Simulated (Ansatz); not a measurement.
What each rung costs and misses: atomization of C2H3Cl, singlet

Geometry (MP2(full)/6-31G*, from the G2/97 set):

```xyz
6

C     0.0608    0.8363    0.0000
C     1.3640    1.1088    0.0000
Cl   -0.5708   -0.7747    0.0000
H    -0.7103    1.5973    0.0000
H     2.1169    0.3298    0.0000
H     1.6929    2.1415    0.0000
```

Measured, as an electronic atomization energy: 539.1 kcal/mol (G2/97 heats of formation of molecule and atoms, with zero-point and thermal terms from B3LYP taken off; Curtiss et al., J. Chem. Phys. 106, 1063 (1997), Staroverov et al., J. Chem. Phys. 119, 12129 (2003)). The measured value holds scalar relativity and spin–orbit coupling, which all computed ones lack, and core correlation, which the wave-function levels lack. Atoms are taken at the same level; beside RHF, RMP2 and RCC rows they are unrestricted. Truncated CI is not size-consistent. The atoms' steps beyond CCSDT(Q) are taken from restricted open-shell runs, which share full CI's core. Ansatz 0.2.0; the 6-31G* set has Cartesian d functions; a miss is computed less measured; times are wall times on shared hosts and scatter by a factor of two or so.

```json
{"level": "RHF", "basis": "STO-3G", "miss (kcal/mol)": "-76.2", "time of the run": "0.15 s", "hardware": "1 CPU thread"}
{"level": "UHF", "basis": "STO-3G", "miss (kcal/mol)": "-73.7", "time of the run": "0.15 s", "hardware": "1 CPU thread"}
{"level": "RCCSD(T)", "basis": "STO-3G", "miss (kcal/mol)": "3.0", "time of the run": "0.24 s", "hardware": "1 CPU thread"}
{"level": "RCCSDT(Q)", "basis": "STO-3G", "miss (kcal/mol)": "3.4", "time of the run": "0.9 s", "hardware": "1 CPU thread"}
{"level": "RCCSDTQ", "basis": "STO-3G", "miss (kcal/mol)": "3.4", "time of the run": "12 s", "hardware": "1 CPU thread"}
{"level": "full CI", "basis": "STO-3G", "miss (kcal/mol)": "3.4", "time of the run": "2.4 s", "hardware": "H100 + 5 CPU threads"}
{"level": "PBE", "basis": "STO-3G", "miss (kcal/mol)": "104.4", "time of the run": "0.54 s", "hardware": "1 CPU thread"}
{"level": "r2SCAN", "basis": "STO-3G", "miss (kcal/mol)": "83.4", "time of the run": "1.1 s", "hardware": "1 CPU thread"}
{"level": "B3LYP", "basis": "STO-3G", "miss (kcal/mol)": "77.0", "time of the run": "0.6 s", "hardware": "1 CPU thread"}
{"level": "B2PLYP", "basis": "STO-3G", "miss (kcal/mol)": "47.0", "time of the run": "0.75 s", "hardware": "1 CPU thread"}
{"level": "RHF", "basis": "6-31G", "miss (kcal/mol)": "-171.5", "time of the run": "0.48 s", "hardware": "1 CPU thread"}
{"level": "UHF", "basis": "6-31G", "miss (kcal/mol)": "-171.3", "time of the run": "0.48 s", "hardware": "1 CPU thread"}
{"level": "RCCSD(T)", "basis": "6-31G", "miss (kcal/mol)": "-76.8", "time of the run": "0.51 s", "hardware": "1 CPU thread"}
{"level": "RCCSDT(Q)", "basis": "6-31G", "miss (kcal/mol)": "-76.4", "time of the run": "6 s", "hardware": "1 CPU thread"}
{"level": "RCCSDTQ", "basis": "6-31G", "miss (kcal/mol)": "-76.4", "time of the run": "9 s", "hardware": "H100 + 5 CPU threads"}
{"level": "PBE", "basis": "6-31G", "miss (kcal/mol)": "1.2", "time of the run": "0.75 s", "hardware": "1 CPU thread"}
{"level": "B3LYP", "basis": "6-31G", "miss (kcal/mol)": "-20.7", "time of the run": "0.93 s", "hardware": "1 CPU thread"}
{"level": "UHF", "basis": "6-31G*", "miss (kcal/mol)": "-144.6", "time of the run": "–", "hardware": "–"}
{"level": "RMP2", "basis": "6-31G*", "miss (kcal/mol)": "-34.9", "time of the run": "–", "hardware": "–"}
{"level": "RCCSD(T)", "basis": "6-31G*", "miss (kcal/mol)": "-41.3", "time of the run": "0.78 s", "hardware": "1 CPU thread"}
{"level": "r2SCAN", "basis": "6-31G*", "miss (kcal/mol)": "2.9", "time of the run": "2.1 s", "hardware": "1 CPU thread"}
{"level": "wB97M-V", "basis": "6-31G*", "miss (kcal/mol)": "7.0", "time of the run": "4.5 s", "hardware": "1 CPU thread"}
{"level": "B2PLYP", "basis": "6-31G*", "miss (kcal/mol)": "-13.5", "time of the run": "1.7 s", "hardware": "1 CPU thread"}
{"level": "RHF", "basis": "cc-pV(D+d)Z", "miss (kcal/mol)": "-148.7", "time of the run": "–", "hardware": "–"}
{"level": "RCCSD(T)", "basis": "cc-pV(D+d)Z", "miss (kcal/mol)": "-37.2", "time of the run": "1.1 s", "hardware": "1 CPU thread"}
{"level": "PBE", "basis": "cc-pV(D+d)Z", "miss (kcal/mol)": "11.9", "time of the run": "0.66 s", "hardware": "1 CPU thread"}
{"level": "r2SCAN", "basis": "cc-pV(D+d)Z", "miss (kcal/mol)": "-1.0", "time of the run": "1.5 s", "hardware": "1 CPU thread"}
{"level": "B3LYP", "basis": "cc-pV(D+d)Z", "miss (kcal/mol)": "-7.8", "time of the run": "0.87 s", "hardware": "1 CPU thread"}
{"level": "wB97M-V", "basis": "cc-pV(D+d)Z", "miss (kcal/mol)": "1.2", "time of the run": "2.8 s", "hardware": "1 CPU thread"}
{"level": "B2PLYP", "basis": "cc-pV(D+d)Z", "miss (kcal/mol)": "-15.5", "time of the run": "1.3 s", "hardware": "1 CPU thread"}
{"level": "RHF", "basis": "cc-pV(T+d)Z", "miss (kcal/mol)": "-141.4", "time of the run": "–", "hardware": "–"}
{"level": "RMP2", "basis": "cc-pV(T+d)Z", "miss (kcal/mol)": "-0.7", "time of the run": "–", "hardware": "–"}
{"level": "RCCSD(T)", "basis": "cc-pV(T+d)Z", "miss (kcal/mol)": "-10.7", "time of the run": "2.5 s (with forces)", "hardware": "H100 + 5 CPU threads"}
{"level": "PBE", "basis": "cc-pV(T+d)Z", "miss (kcal/mol)": "18.6", "time of the run": "1.6 s", "hardware": "H100 + 5 CPU threads"}
{"level": "wB97M-V", "basis": "cc-pV(T+d)Z", "miss (kcal/mol)": "5.3", "time of the run": "2.7 s (with forces)", "hardware": "H100 + 5 CPU threads"}
{"level": "B2PLYP", "basis": "cc-pV(T+d)Z", "miss (kcal/mol)": "-1.4", "time of the run": "2.2 s", "hardware": "H100 + 5 CPU threads"}
{"level": "RHF", "basis": "cc-pV(Q+d)Z", "miss (kcal/mol)": "-140.6", "time of the run": "–", "hardware": "–"}
{"level": "PBE", "basis": "cc-pV(Q+d)Z", "miss (kcal/mol)": "19.2", "time of the run": "1.8 s", "hardware": "H100 + 5 CPU threads"}
{"level": "B3LYP", "basis": "cc-pV(Q+d)Z", "miss (kcal/mol)": "1.1", "time of the run": "1.6 s", "hardware": "H100 + 5 CPU threads"}
{"level": "wB97M-V", "basis": "cc-pV(Q+d)Z", "miss (kcal/mol)": "5.8", "time of the run": "2.3 s", "hardware": "H100 + 5 CPU threads"}
```

HF's time is that of a plain UHF run. A dash: the level came out of a higher level's run.

A composite of the best parts (restricted reference, at this geometry, which isn't the minimum of the high levels):

| part | kcal/mol |
| --- | --- |
| Hartree–Fock limit (T, Q; exp(−5.46 √X)) | 398.71 |
| CCSD(T) correlation limit (T, Q; X⁻³) | 143.76 |
| CCSDT − CCSD(T) (TZ) | -0.63 |
| (Q) (TZ) | 0.73 |
| sum | 542.6 |
| sum less measured | 3.5 |
